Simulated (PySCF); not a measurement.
An unknown is described by computed data only.

Formula: CH2Si; singlet state.

- Polarisability: 47.3 au [CAM-B3LYP/aug-cc-pVTZ]
- UV, first state: lowest singlet excitation: 2.28 eV (543 nm, f = 0.000) [TDDFT CAM-B3LYP/aug-cc-pVTZ]
- Dipole: 0.28 D [CAM-B3LYP/aug-cc-pVTZ]
- 13C NMR: chemical shifts (computed TMS as zero) by class: 134.4 (1 C) ppm [GIAO PBE0/pcSseg-2]
- Triplet: lowest triplet excitation (Tamm–Dancoff): 1.93 eV [TDA CAM-B3LYP/aug-cc-pVTZ]
- 1H NMR: chemical shifts (computed TMS as zero) by class: 6.99 (2 H) ppm [GIAO PBE0/pcSseg-2]
- UV, strongest line: among the 10 lowest singlet transitions: S3 at 5.10 eV (243 nm, f = 0.173) [TDDFT CAM-B3LYP/aug-cc-pVTZ]
- Rotational structure: rotational constants A, B, C: 303.440, 16.575, 15.717 GHz [PBE0-D3(BJ)/def2-TZVP]
- NMR, other nuclei: isotropic shieldings of nuclei other than C and H, by class: -365 (1 Si) ppm [GIAO PBE0/pcSseg-2]

Gas-phase values; electronic properties from PySCF, density fitting. Levels stand in brackets. Geometry: PBE0-D3(BJ)/def2-TZVP; no solvent, vibrations or thermal averaging. NMR classes are plain means over equivalent atoms (diastereotopic ones count apart unless rotation or inversion swaps them), as if these changed places fast.

Question: What is the compound? Reason from the data.

Answer: The one carbon: carbon bonded to Si and 2 H (134.4 ppm). All hydrogens form one class (6.99 ppm): hydrogen on carbon. The other shieldings belong to: -365 ppm, silicon bonded to C. S1 is mainly HOMO→LUMO (weight 0.98); the largest Löwdin shares of the orbital it empties are 0.52 on the carbon bonded to Si and 2 H, 0.33 on the silicon bonded to C and 0.08 on each of 2 atoms of one kind (hydrogen on carbon), of the orbital it fills 0.72 on the silicon bonded to C and 0.24 on the carbon bonded to Si and 2 H. The optimised geometry has point group C2v and is an asymmetric top. Structure: methylidenesilylene (`C=[Si]`) [singlet]. Computed isomers that give other values at the same levels: `C#[SiH]` (rotational constant A: 333.278 GHz; this holds for the one conformer computed).
